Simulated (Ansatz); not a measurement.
**[CH3···H···Si], triplet: transfer scan**

Starting geometry:

```json
{"atom": "C", "x (Å)": "-1.8495", "y (Å)": "0.0000", "z (Å)": "0.0000"}
{"atom": "H", "x (Å)": "-2.2127", "y (Å)": "1.0273", "z (Å)": "0.0000"}
{"atom": "H", "x (Å)": "-2.2127", "y (Å)": "-0.5137", "z (Å)": "0.8897"}
{"atom": "H", "x (Å)": "-2.2127", "y (Å)": "-0.5137", "z (Å)": "-0.8897"}
{"atom": "H", "x (Å)": "-0.7599", "y (Å)": "0.0000", "z (Å)": "0.0000"}
{"atom": "Si", "x (Å)": "1.0565", "y (Å)": "0.0000", "z (Å)": "0.0000"}
```

From there H5 is moved from one fragment to the other while all else, the fragments' distance too, stays fixed; atoms are numbered as listed. Energies are in kJ/mol, counted from the starting geometry at the same level. Kohn–Sham curves are unrestricted where that lies lower.

Basis cc-pVDZ; Ansatz 0.2.0. Correlated methods freeze the noble-gas cores. Prefix R: restricted or restricted open-shell reference; prefix U: unrestricted.

Unrestricted rows (U, and Kohn–Sham where it breaks symmetry) aren't spin-pure: their determinants' ⟨S²⟩ exceeds S(S+1) by up to 0.20, so they mix in states of higher spin.

In so small a basis the reference is far from its limit while semilocal and hybrid functionals are nearer theirs (RPA and double hybrids share much of the reference's basis error), so the functionals' errors here hold much of the reference's basis and frozen-core error, which can add to them or hide them.

Full CI isn't at hand for all of this; UCCSDT(Q) serves as the reference, and is uncertain by about the last step of the cluster series.

```csv
distance C1-H5 (Å),UCCSDT(Q),PBE,BLYP,r2SCAN,PBE0,B3LYP,CAM-B3LYP,wB97M-V,B2PLYP,RPA-PBE
1.013,12.2,16.4,15.0,14.7,13.4,12.7,11.3,10.7,11.6,13.1
1.090,0.0,0.0,0.0,0.0,0.0,0.0,0.0,0.0,0.0,0.0
1.143,4.9,1.6,2.3,2.6,3.8,4.1,5.3,5.8,5.0,4.3
1.197,17.9,11.0,12.3,13.1,15.6,16.0,18.7,19.8,18.0,16.7
1.251,37.1,26.6,28.2,29.7,33.7,34.1,38.5,40.1,37.2,35.5
1.305,61.3,47.3,49.0,51.2,57.0,57.0,63.3,65.6,61.4,59.2
1.358,89.1,71.8,73.5,76.5,84.1,83.7,92.0,95.1,89.2,86.5
1.412,121.1,101.0,102.3,106.2,116.0,114.9,125.5,129.3,121.6,118.0
1.466,157.0,134.5,135.4,140.3,152.3,150.3,163.3,167.9,158.2,153.4
```
